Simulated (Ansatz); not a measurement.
**Al2H+ (triplet): the correlation ladder, cc-pVTZ**

How much of the correlation energy of Al2H+ (triplet) does each wave-function method recover here?

Program: Ansatz 0.2.0, Gaussian basis. Level of theory: cc-pVTZ, core rule «outside noble gas», up to 10 orbitals frozen. These are calculated values, not measurements.

The runs, in order: UHF; CCSD(T) on ROHF; CCSD(T) on UHF; BCCD(T) on ROHF; CCSDT(Q) on ROHF; CCSDT(Q) on UHF; CASSCF and MRCISD+Q, 6 electrons in 9 orbitals; CASSCF and NEVPT2, 6 electrons in 9 orbitals.

23 further runs of the same task are left out: 8 that didn't finish, 15 set aside as unsound or not needed.

### 1 What is computed

The geometry is a PBE0/def2-TZVP stationary point (not a proven minimum) of the parent state, kept for this charge and spin.

3 atoms, charge 1, spin multiplicity 3.

Atoms are counted from 1 here; the program's logs count them from 0.

Bond lengths: Al1–Al2 2.677 Å, Al1–H3 1.619 Å. Angles: Al2–Al1–H3 180.0°.

### 2 UHF

Input file in.yaml:

```yaml
crystal:
  periodic: [false, false, false]
  atoms:
    - {symbol: Al, position_ang: [0.000000, 0.000000, 0.352569]}
    - {symbol: Al, position_ang: [0.000000, 0.000000, -2.324369]}
    - {symbol: H, position_ang: [0.000000, 0.000000, 1.971799]}
basis:
  gaussian: {orbitals: cc-pVTZ}
total_charge: 1
magnetization: {spin_polarized: true, initial_magnetization: 2}
hamiltonian: {xc: hf}
output: {orbitals: {seedname: orbitals}}
```

Launch:

```sh
$ ansatz run in.yaml --threads 1 --pin off --events-out ev --progress --plain --max-ram 2393MiB
```

Further steps of the session: CCSD(T) on ROHF; CCSD(T) on UHF; BCCD(T) on ROHF; CCSDT(Q) on ROHF; CCSDT(Q) on UHF; CASSCF and MRCISD+Q, 6 electrons in 9 orbitals; CASSCF and NEVPT2, 6 electrons in 9 orbitals.

**Question.** What will the summary of the whole plan be? Wanted: UCCSDT(Q) below the RHF energy; RMP2 from UCCSDT(Q); UMP2 from UCCSDT(Q); RCCSD from UCCSDT(Q); RCCSD(T) from UCCSDT(Q); UCCSD(T) from UCCSDT(Q); RCCSDT(Q) from UCCSDT(Q); NEVPT2 valence from UCCSDT(Q); MRCISD+Q valence from UCCSDT(Q).

The runs gave:

| quantity | value |
| --- | --- |
| UCCSDT(Q) below the RHF energy | -3.3004 eV |
| RMP2 from UCCSDT(Q) | +911.3 meV |
| UMP2 from UCCSDT(Q) | +886.7 meV |
| RCCSD from UCCSDT(Q) | +186.6 meV |
| RCCSD(T) from UCCSDT(Q) | +51.9 meV |
| UCCSD(T) from UCCSDT(Q) | +48.1 meV |
| RCCSDT(Q) from UCCSDT(Q) | +1.7 meV |
| NEVPT2 valence from UCCSDT(Q) | +488.2 meV |
| MRCISD+Q valence from UCCSDT(Q) | +8.4 meV |
| levels within 1 kcal/mol (43 meV) | RCCSDT, UCCSDT, RCCSDT(Q), MRCISD+Q valence |
| T1 diagnostic | 0.060 |
| effectively unpaired electrons | 2.06 |

In words: RCCSD(T) misses by +51.9 meV, 1.6 % of the correlation energy. The occupations are near whole numbers, but T1 = 0.060 shows that the orbitals relax strongly. Of the multireference levels listed MRCISD+Q valence comes nearest in total energy (+8.4 meV), which doesn't show that its space is the better one. These misses are within one basis, not against nature; the frozen cores of restricted and unrestricted runs differ, which can shift their rows.
